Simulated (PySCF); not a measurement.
Fluorine: a sound run and one with changed settings

Sound run: F [He] 2s2 2p5, F⁺ [He] 2s2 2p4. Calculation: PySCF 2.14, in cc-pVTZ (4s3p2d1f, 30 functions); no relativity, point nucleus. In the sound run the correlated levels freeze 1s2. The sound run starts from symmetry-adapted Hartree-Fock orbitals and uses a fine grid where one is needed.

A second run was set up differently.

| species | method | sound run (hartree) | changed run (hartree) | converged |
| --- | --- | --- | --- | --- |
| F | MP2 | -99.60536 | -99.61737 | yes |
| F | CCSD(T) | -99.62036 | -99.63219 | yes |
| F⁺ | MP2 | -98.97349 | -98.98507 | yes |
| F⁺ | CCSD(T) | -98.99079 | -99.00224 | yes |

Ionisation energy of F:

| method | sound run (eV) | changed run (eV) |
| --- | --- | --- |
| UHF | 15.654 | 15.654 |
| MP2 | 17.194 | 17.206 |
| SCS-MP2 | 17.181 | 17.187 |
| CCSD | 17.089 | 17.100 |
| CCSD(T) | 17.131 | 17.142 |

(1) What was changed?
A. too few SCF iterations
B. a valence shell is frozen
C. all electrons correlated in a valence basis
D. minimal basis

Answers

(1) C. A valence basis has no tight correlating functions, so it recovers only part of the core correlation, and not evenly between atom and ion.
